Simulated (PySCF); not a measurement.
C4H2NS (charge -1).
Cartesian coordinates in Å at the PBE0-D3(BJ)/def2-SVP level; atoms count from 1:
```
atom  x, y, z in Å
C1     1.982   -0.262   -0.350
C2     0.812   -0.227   -0.023
C3    -0.589   -0.188    0.408
S4    -1.474   -1.762    0.114
C5    -1.281    0.930   -0.249
N6    -1.856    1.806   -0.750
H7     3.002   -0.346   -0.669
H8    -0.585    0.059    1.489
```

Method used: PBE0-D3(BJ)/def2-SVP geometry optimisation, gas phase in PySCF 2.14.0.

Masses are those of the commonest isotopes; rigid-rotor values at the optimised geometry. 

(1) Give the principal moments of inertia and the rotational constants in MHz.

(2) Classify the top.

(3) What does the inertial defect say?

(4) List the rotational levels J(Ka,Kc) to J = 5 (MHz).

(5) Predict some low-J microwave lines.

(6) Estimate the classical rotational partition function at 100 K, 298.15 K and 500 K.

## Answers

(1) Ia = 162.53, Ib = 177.86, Ic = 324.51 u·Å²; 505379 MHz·u·Å²/I gives A = 3110, B = 2842, C = 1557 MHz.

(2) An asymmetric top. Ray's parameter κ = (2B − A − C)/(A − C) = 0.655; −1 is the prolate and +1 the oblate limit.

(3) Not planar: Δ = Ic − Ia − Ib = -15.87 u·Å². For a rigid frame Δ = −2 Σ m c², so Σ m c² = 7.94 u·Å² lies off the ab plane: 2.91 from hydrogen and 5.02 from heavier atoms. The atom farthest from that plane is 1.62 Å away.

(4) Above 0(0,0):
J = 1: 1(0,1) 4399, 1(1,1) 4667, 1(1,0) 5951
J = 2: 2(0,2) 12143, 2(1,2) 12181, 2(1,1) 16033, 2(2,1) 16837, 2(2,0) 17891
J = 3: 3(0,3) 22917, 3(1,3) 22921, 3(1,2) 29850, 3(2,2) 30034, 3(2,1) 33510, 3(3,1) 35114, 3(3,0) 35890
J = 4: 4(0,4) 36790, 4(1,4) 36790, 4(1,3) 46635, 4(2,3) 46659, 4(2,2) 53344, 4(3,2) 53867, 4(3,1) 56864, 4(4,1) 59521, 4(4,0) 60034
J = 5: 5(0,5) 53776, 5(1,5) 53776, 5(1,4) 66460, 5(2,4) 66462, 5(2,3) 76225, 5(3,3) 76315, 5(3,2) 82585, 5(4,2) 83706, 5(4,1) 86151, 5(5,1) 90080, 5(5,0) 90389
Those of J = 1 are B + C, A + C and A + B.

(5) The dipole components (about the centre of mass, as the species is charged) are |μa| = 3.17 D, |μb| = 2.03 D, |μc| = 1.51 D. Intensities carry the squares of the components, which stand as 1.00 : 0.41 : 0.23 (a : b : c). Some lines, for components of 0.1 D or more:

```tsv
type	branch	J(Ka,Kc)	MHz	lower level (cm⁻¹)
c	Q	2(2,1) ← 2(1,1)	804	0.535
b	Q	2(2,0) ← 2(1,1)	1858	0.535
b	Q	2(1,1) ← 2(0,2)	3890	0.405
c	R	1(1,0) ← 0(0,0)	5951	0.000
b	Q	3(2,2) ← 3(1,3)	7113	0.765
a	R	2(0,2) ← 1(0,1)	7744	0.147
b	Q	5(3,3) ← 5(2,4)	9854	2.217
a	R	2(1,1) ← 1(1,0)	10082	0.199
c	R	2(2,0) ← 1(1,0)	11940	0.199
c	R	2(2,1) ← 1(1,1)	12170	0.156
b	Q	5(1,4) ← 5(0,5)	12684	1.794
a	R	3(2,2) ← 2(2,1)	13197	0.562
a	R	4(1,4) ← 3(1,3)	13870	0.765
b	R	3(2,2) ← 2(1,1)	14001	0.535
b	R	4(2,3) ← 3(1,2)	16809	0.996
a	R	5(0,5) ← 4(0,4)	16986	1.227
c	R	3(1,2) ← 2(0,2)	17707	0.405
c	R	3(3,0) ← 2(2,0)	17999	0.597
c	R	3(3,1) ← 2(2,1)	18277	0.562
a	R	5(2,4) ← 4(2,3)	19803	1.556
b	R	4(3,2) ← 3(2,1)	20358	1.118
b	R	5(3,3) ← 4(2,2)	22971	1.779
c	R	4(1,3) ← 3(0,3)	23718	0.764
c	R	4(4,0) ← 3(3,0)	24144	1.197
a	R	5(3,2) ← 4(3,1)	25721	1.897
c	R	5(3,2) ← 4(2,2)	29241	1.779
c	R	5(1,4) ← 4(0,4)	29670	1.227
c	R	5(4,2) ← 4(3,2)	29839	1.797
```

(6) Point group C1, symmetry number σ = 1; q = (√π/σ)·√((kT/h)³/(ABC)), k/h = 20836.6 MHz/K: 45400 at 100 K, 234000 at 298.15 K, 508000 at 500 K.

Stationary, but not proved a minimum. The geometry's basis has no diffuse functions, a weakness for an anion. Zero-point vibration and centrifugal distortion are left out. Quadrupole hyperfine structure (14N) is left out.

The run took 19 s wall on an x86-64 server with one thread, no GPU (shared host). These figures are those of the optimisation.
